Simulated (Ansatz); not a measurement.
# Osmium, hcp under LDA: how the k-point mesh moves the result

A convergence test of the k-point mesh. The geometry was relaxed under LDA beforehand and stays fixed; 8 values are run, from 2×2×1 to 19×19×11. Wanted are the values from which on the energy stays within 10 and 1 meV/atom, and the pressure within 0.5 GPa, of the last run. Within the series other settings stay, but some runs also write fields, which adds to their time. Spin polarisation is left out.

Method: DFT LDA, plane waves with PAW, scalar-relativistic, in Ansatz 0.2.0.

**1. The system as given**

It takes space group P6_3/mmc (No. 194, hexagonal). The conventional cell has a = 2.718 Å, b = 2.718 Å, c = 4.284 Å, α = 90.00°, β = 90.00°, γ = 120.00°. Os (site symmetry -6m2) has 12 Os at 2.66 to 2.72 Å as nearest neighbours.

Coordinates:

```xyz
2
Lattice="2.7175 0.0000 0.0000 -1.3588 2.3534 0.0000 0.0000 0.0000 4.2845" Properties=species:S:1:pos:R:3 pbc="T T T"
Os    0.0000    1.5690    1.0711
Os    1.3588    0.7845    3.2133
```

**2. With a k-mesh of 2×2×1**

The run at 2×2×1.

Input file input.yaml:

```yaml
crystal:
  lattice:
    - [2.7175247593, 0.0, 0.0]
    - [-1.3587623796, 2.353445477, 0.0]
    - [0.0, 0.0, 4.2844606214]
  atoms:
    - { symbol: Os, position: [0.3333333333, 0.6666666667, 0.25] }
    - { symbol: Os, position: [0.6666666667, 0.3333333333, 0.75] }
hamiltonian:
  xc: lda
  pseudopotentials:
    kind: paw
    azcp:
      Os: "pseudopotentials/Os.paw.azcp"
basis:
  ecutwfc: 420
  fft_grid_basis: typed
kpoints:
  mp_grid: { grid: [2, 2, 1], shift: [0, 0, 0] }
magnetization:
  spin_polarized: false
scf:
  occupations: { method: fermi_dirac, width: 0.1 }
  lower_state_search: "off"
output:
  stress: true
```

The run is started by

```
$ ansatz run input.yaml --threads 2 --pin off --max-ram 5120MiB --backend cpu --events-out ev --progress --plain --runs-dir out
```

**3. With a k-mesh of 3×3×2**

The run at 3×3×2.

Edit input.yaml of step 2 so:

```diff
@@ -18,3 +18,3 @@
 kpoints:
-  mp_grid: { grid: [2, 2, 1], shift: [0, 0, 0] }
+  mp_grid: { grid: [3, 3, 2], shift: [0, 0, 0] }
 magnetization:
```

**4. With a k-mesh of 5×5×3**

The run at 5×5×3.

Edit input.yaml of step 3 so:

```diff
@@ -18,3 +18,3 @@
 kpoints:
-  mp_grid: { grid: [3, 3, 2], shift: [0, 0, 0] }
+  mp_grid: { grid: [5, 5, 3], shift: [0, 0, 0] }
 magnetization:
```

**5. With a k-mesh of 6×6×4**

The run at 6×6×4.

Edit input.yaml of step 4 so:

```diff
@@ -18,3 +18,3 @@
 kpoints:
-  mp_grid: { grid: [5, 5, 3], shift: [0, 0, 0] }
+  mp_grid: { grid: [6, 6, 4], shift: [0, 0, 0] }
 magnetization:
@@ -26 +26,5 @@
   stress: true
+  write_density: true
+  write_potential: true
+  elf: true
+  volumetric_format: npy
```

**6. With a k-mesh of 8×8×5**

The run at 8×8×5.

Edit input.yaml of step 5 so:

```diff
@@ -18,3 +18,3 @@
 kpoints:
-  mp_grid: { grid: [6, 6, 4], shift: [0, 0, 0] }
+  mp_grid: { grid: [8, 8, 5], shift: [0, 0, 0] }
 magnetization:
```

**7. With a k-mesh of 11×11×6**

The run at 11×11×6.

Edit input.yaml of step 6 so:

```diff
@@ -18,3 +18,3 @@
 kpoints:
-  mp_grid: { grid: [8, 8, 5], shift: [0, 0, 0] }
+  mp_grid: { grid: [11, 11, 6], shift: [0, 0, 0] }
 magnetization:
@@ -26,5 +26 @@
   stress: true
-  write_density: true
-  write_potential: true
-  elf: true
-  volumetric_format: npy
```

**8. With a k-mesh of 14×14×8**

The run at 14×14×8.

Edit input.yaml of step 7 so:

```diff
@@ -18,3 +18,3 @@
 kpoints:
-  mp_grid: { grid: [11, 11, 6], shift: [0, 0, 0] }
+  mp_grid: { grid: [14, 14, 8], shift: [0, 0, 0] }
 magnetization:
@@ -26 +26,5 @@
   stress: true
+  write_density: true
+  write_potential: true
+  elf: true
+  volumetric_format: npy
```

**9. With a k-mesh of 19×19×11**

The run at 19×19×11.

Edit input.yaml of step 8 so:

```diff
@@ -18,3 +18,3 @@
 kpoints:
-  mp_grid: { grid: [14, 14, 8], shift: [0, 0, 0] }
+  mp_grid: { grid: [19, 19, 11], shift: [0, 0, 0] }
 magnetization:
@@ -26,5 +26 @@
   stress: true
-  write_density: true
-  write_potential: true
-  elf: true
-  volumetric_format: npy
```

(Steps that only read results are left out.)

Q: Predict the outcome of this session. Wanted: pressure at 19×19×11.

As calculated:

| quantity | value |
| --- | --- |
| E(σ → 0) stays within 10 meV/atom of 19×19×11 | from 11×11×6 on |
| E(σ → 0) stays within 1 meV/atom | not reached before 19×19×11 |
| pressure stays within 0.5 GPa | from 11×11×6 on |
| pressure at 19×19×11 | 0.07 GPa |
| CPU time, dearest over cheapest | 13 |
| energy of a separate run on a finer mesh (22×22×12) | +0.1 meV/atom from 19×19×11 |

**Reading.** The far end, 2×2×1, lies +503.7 meV/atom and +9.0 GPa from the yardstick. Convergence in k is not monotonic; the energy swings about its limit. The energy has not settled to 1 meV/atom before the last mesh. A Fermi surface needs many points. A run on a finer mesh agrees with the yardstick to 1 meV/atom.
